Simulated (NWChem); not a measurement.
Everything below was run with NWChem. System: dimethylamine (C2H7N), charge 0, spin multiplicity 1, at a geometry optimised with PBE0/def2-SVP. Level: EOM-CCSD/6-31+G* (spherical d), 3 core orbitals frozen.

Input file:

```
start mol
memory heap 100 mb stack 700 mb global 1900 mb
geometry units angstroms nocenter noautoz
  C      0.018377     0.216735    -1.207262
  N     -0.140010    -0.551445     0.000000
  C      0.018377     0.216735     1.207262
  H      0.986118     0.762439    -1.288612
  H     -0.781513     0.973295    -1.278620
  H     -0.075380    -0.436074    -2.088621
  H      0.501100    -1.340025     0.000000
  H      0.986118     0.762439     1.288612
  H     -0.075380    -0.436074     2.088621
  H     -0.781513     0.973295     1.278620
  symmetry group Cs
end
basis spherical
  * library 6-31+g*
end
scf
  rhf
  nopen 0
  maxiter 100
  thresh 1e-7
  semidirect memsize 60000000 filesize 0
end
tce
  freeze core 3
  ccsd
  nroots 2
  2eorb
  2emet 13
  thresh 1e-5
  maxiter 200
  tilesize 24
  dipole
end
task tce energy
```

NWChem printed:

```
             Northwest Computational Chemistry Package (NWChem) 7.3.0
             --------------------------------------------------------

                                NWChem Input Module
                                -------------------

 Scaling coordinates for geometry "geometry" by  1.889725989
 (inverse scale =  0.529177249)

 Turning off AUTOSYM since
 SYMMETRY directive was detected!

                             Geometry "geometry" -> ""
                             -------------------------

 Output coordinates in angstroms (scale by  1.889725989 to convert to a.u.)

  No.       Tag          Charge          X              Y              Z
 ---- ---------------- ---------- -------------- -------------- --------------
    1 C                    6.0000     0.01837700     0.21673500    -1.20726200
    2 N                    7.0000    -0.14001000    -0.55144500     0.00000000
    3 C                    6.0000     0.01837700     0.21673500     1.20726200
    4 H                    1.0000     0.98611800     0.76243900    -1.28861200
    5 H                    1.0000    -0.78151300     0.97329500    -1.27862000
    6 H                    1.0000    -0.07538000    -0.43607400    -2.08862100
    7 H                    1.0000     0.50110000    -1.34002500     0.00000000
    8 H                    1.0000     0.98611800     0.76243900     1.28861200
    9 H                    1.0000    -0.07538000    -0.43607400     2.08862100
   10 H                    1.0000    -0.78151300     0.97329500     1.27862000

 Effective nuclear repulsion energy (a.u.)      84.2929050501

            Nuclear Dipole moment (a.u.)
            ----------------------------
        X                 Y               Z
 ---------------- ---------------- ----------------
     0.0000075589    -0.0000000000     0.0000000000

      Symmetry information
      --------------------

 Group name             Cs
 Group number              2
 Group order               2
 No. of unique centers     6

      Symmetry unique atoms

     1    2    4    5    6    7


 Summary of "ao basis" -> "" (spherical)
 ------------------------------------------------------------------------------
       Tag                 Description            Shells   Functions and Types
 ---------------- ------------------------------  ------  ---------------------
 *                          6-31+g*                   on all atoms

 Summary of "ao basis" -> "ao basis" (spherical)
 ------------------------------------------------------------------------------
       Tag                 Description            Shells   Functions and Types
 ---------------- ------------------------------  ------  ---------------------
 C                          6-31+g*                  8       18   4s3p1d
 N                          6-31+g*                  8       18   4s3p1d
 H                          6-31+g*                  2        2   2s

                                 NWChem SCF Module
                                 -----------------

  ao basis        = "ao basis"
  functions       =    68
  atoms           =    10
  closed shells   =    13
  open shells     =     0
  charge          =   0.00
  wavefunction    = RHF
  use symmetry    = T
  symmetry adapt  = T

 Summary of "ao basis" -> "ao basis" (spherical)
 ------------------------------------------------------------------------------
       Tag                 Description            Shells   Functions and Types
 ---------------- ------------------------------  ------  ---------------------
[...]
 Iteration  16 using   32 trial vectors
   0.0000343676464   0.2524989209310    6.87085
   0.0001803690170   0.2861524793798    7.78661     0.9     0.9

 Iteration  17 using   34 trial vectors
   0.0000163362856   0.2524988009603    6.87084
   0.0000993962277   0.2861524671190    7.78661     1.1     1.1

 Iteration  18 using   36 trial vectors
   0.0000072302384   0.2524987853183    6.87084
   0.0000484548574   0.2861522359772    7.78660     1.0     1.0

 Iteration  19 using   37 trial vectors
   0.0000033743071   0.2524988058350    6.87085
   0.0000236826613   0.2861524471780    7.78661     0.7     0.7

 Iteration  20 using   38 trial vectors
   0.0000018025325   0.2524988063915    6.87085
   0.0000108235345   0.2861524747365    7.78661     0.7     0.7

 Iteration  21 using   39 trial vectors
   0.0000012940100   0.2524988075200    6.87085
   0.0000047915926   0.2861524573529    7.78661     0.7     0.7
 --------------------------------------------------------------
 Iterations converged
 ------------------

 Excited state root  1
 Excitation energy / hartree =        0.252498807520004
                   / eV      =        6.870845066204479
 largest EOMCCSD amplitudes: R1 and R2

 Singles contributions
    16a"  (alpha) ---    13a'  (alpha)       -0.8786147585
    18a"  (alpha) ---    13a'  (alpha)        0.1653111291
    21a"  (alpha) ---    13a'  (alpha)        0.2050594728

 Doubles contributions
 ------------------

 Excited state root  2
 Excitation energy / hartree =        0.286152457352897
                   / eV      =        7.786607862018037
 largest EOMCCSD amplitudes: R1 and R2

 Singles contributions
    16a"  (alpha) ---    13a'  (alpha)       -0.1611516208
    18a"  (alpha) ---    13a'  (alpha)       -0.8965417150
    26a"  (alpha) ---    13a'  (alpha)        0.1341055208

 Doubles contributions

 No. of initial left vectors    2

 EOM-CCSD left-hand side iterations
 --------------------------------------------------------------
      Residuum       Omega / hartree  Omega / eV    Cpu    Wall
 --------------------------------------------------------------

 Iteration   1 using    2 trial vectors
   0.6472049767407   0.3769740821388   10.25799
   0.6340425735987   0.4042401267744   10.99994     1.5     1.5

 Iteration   2 using    4 trial vectors
   0.1016480559425   0.2633155241263    7.16518
   0.0973085590554   0.2951435804443    8.03127     1.5     1.5

 Iteration   3 using    6 trial vectors
   0.0503384501860   0.2571516889968    6.99746
   0.0459448058212   0.2896713885221    7.88236     1.6     1.6

 Iteration   4 using    8 trial vectors
   0.0318637245079   0.2544647104817    6.92434
   0.0262801049141   0.2873491527293    7.81917     1.6     1.6

 Iteration   5 using   10 trial vectors
   0.0193186868468   0.2530256464409    6.88518
   0.0137438897267   0.2864352370887    7.79430     1.5     1.5

 Iteration   6 using   12 trial vectors
   0.0112438891069   0.2526030098064    6.87368
   0.0065477792374   0.2862076579273    7.78811     1.6     1.6

 Iteration   7 using   14 trial vectors
   0.0066165853808   0.2525202274317    6.87143
   0.0041905933480   0.2861574106308    7.78674     1.8     1.8

 Iteration   8 using   16 trial vectors
   0.0027700717102   0.2524977360686    6.87082
   0.0021050011235   0.2861564072287    7.78672     1.7     1.7

 Iteration   9 using   18 trial vectors
   0.0012049691345   0.2524978647008    6.87082
   0.0010477112145   0.2861549369326    7.78668     2.1     2.1

 Iteration  10 using   20 trial vectors
   0.0006576010166   0.2524988242809    6.87085
   0.0006684861963   0.2861533469585    7.78663     2.1     2.1

 Iteration  11 using   22 trial vectors
   0.0004644447241   0.2524988618670    6.87085
   0.0005622148175   0.2861555931763    7.78669     1.9     1.9

 Iteration  12 using   24 trial vectors
   0.0003478017261   0.2524988342294    6.87085
   0.0005307499281   0.2861538160791    7.78664     1.9     1.9

 Iteration  13 using   26 trial vectors
   0.0002462641076   0.2525010384609    6.87091
   0.0005414378266   0.2861558448442    7.78670     1.8     1.8

 Iteration  14 using   28 trial vectors
   0.0001497502812   0.2524993305841    6.87086
   0.0004878171130   0.2861543116730    7.78666     2.0     2.0

 Iteration  15 using   30 trial vectors
   0.0000755151556   0.2524988538805    6.87085
   0.0003120689916   0.2861517920015    7.78659     2.1     2.1

 Iteration  16 using   32 trial vectors
   0.0000348993143   0.2524990264496    6.87085
   0.0001718600906   0.2861529977750    7.78662     2.0     2.0

 Iteration  17 using   34 trial vectors
   0.0000164401649   0.2524988624751    6.87085
   0.0000946469264   0.2861526193793    7.78661     2.2     2.2

 Iteration  18 using   36 trial vectors
   0.0000072627602   0.2524988312830    6.87085
   0.0000456597724   0.2861522073595    7.78660     1.4     1.4

 Iteration  19 using   37 trial vectors
   0.0000034627505   0.2524988647275    6.87085
   0.0000225537459   0.2861525482294    7.78661     1.5     1.5

 Iteration  20 using   38 trial vectors
   0.0000018753789   0.2524988641892    6.87085
   0.0000102729333   0.2861525298826    7.78661     1.6     1.6

 Iteration  21 using   39 trial vectors
   0.0000013678962   0.2524988642895    6.87085
   0.0000046198499   0.2861525025381    7.78661     1.6     1.6
 --------------------------------------------------------------
 Iterations converged

 Excited state root  1
 Excitation energy / hartree =        0.252498807520004
                   / eV      =        6.870845066204479

 EOM-CCSD transition moments / hartree
 --------------------------------------------
 X    0.0000000 Y    0.0000000 Z    0.1582662
 Oscillator Strength                0.0042164
 --------------------------------------------

 EOM-CCSD dipole moments / hartree & Debye
 ------------------------------------
   X         0.0400242      0.1017321
   Y         0.1637835      0.4162993
   Z         0.0000000      0.0000000
 Total       0.1686030      0.4285493
 ------------------------------------

 Singles contributions
    16a"  (alpha) ---    13a'  (alpha)       -0.8786147585
    18a"  (alpha) ---    13a'  (alpha)        0.1653111291
    21a"  (alpha) ---    13a'  (alpha)        0.2050594728

 Doubles contributions

 Excited state root  2
 Excitation energy / hartree =        0.286152457352897
                   / eV      =        7.786607862018037

 Task  times  cpu:      115.0s     wall:      115.0s

 Total times  cpu:      115.1s     wall:      115.1s
```
